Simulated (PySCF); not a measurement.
# First hyperpolarisability: `C=C=CC(C)=O`, C₅H₆O

Geometry (Å), atoms numbered from 1 in this order:
```xyz
12

C     2.190    0.756    0.465
C     1.275   -0.129    0.178
C     0.340   -1.007   -0.113
C    -1.122   -0.715   -0.086
C    -1.560    0.663    0.338
O    -1.910   -1.576   -0.403
H     2.615    1.400   -0.312
H     2.563    0.875    1.488
H     0.603   -2.029   -0.409
H    -1.161    1.421   -0.354
H    -1.170    0.906    1.338
H    -2.656    0.704    0.341
```

Theory: quadratic response CAM-B3LYP/def2-SVPD first hyperpolarisability, Taylor convention, gas phase (PySCF 2.14.0). Geometry: PBE0-D3(BJ)/def2-SVP.

(1) Give β for the processes computed.

(2) Which lowest excitations, dipole and polarisabilities go with it?

## Answers

(1) In au, Taylor convention; the vector part is βᵢ = ⅓ Σⱼ (βᵢⱼⱼ + βⱼᵢⱼ + βⱼⱼᵢ); β∥ is 3/5 of the vector part along the dipole, the dipole points from − to +:
| process | λ (nm) | β vector norm | β∥ | β HRS | depolarisation ratio |
| --- | --- | --- | --- | --- | --- |
| static β(0;0,0) | ∞ | 61.3 | -3.6 | 42.9 | 2.14 |
| second harmonic β(−2ω;ω,ω) | 1064 | 79.2 | 5.4 | 51.7 | 2.29 |
| Pockels β(−ω;ω,0) | 1064 | 66.2 | -1.1 | – | – |
| second harmonic β(−2ω;ω,ω) | 800 | 101.3 | 16.2 | 61.8 | 2.45 |
| Pockels β(−ω;ω,0) | 800 | 70.6 | 1.1 | – | – |

(2) S1 4.04 eV (f = 0.000); S2 5.55 eV (f = 0.000); S3 6.08 eV (f = 0.003); dipole 3.83 D; isotropic α 67.5 au static, 68.3 au at 1064 nm, 69.0 au at 800 nm, 71.0 au at 532 nm, 74.3 au at 400 nm.
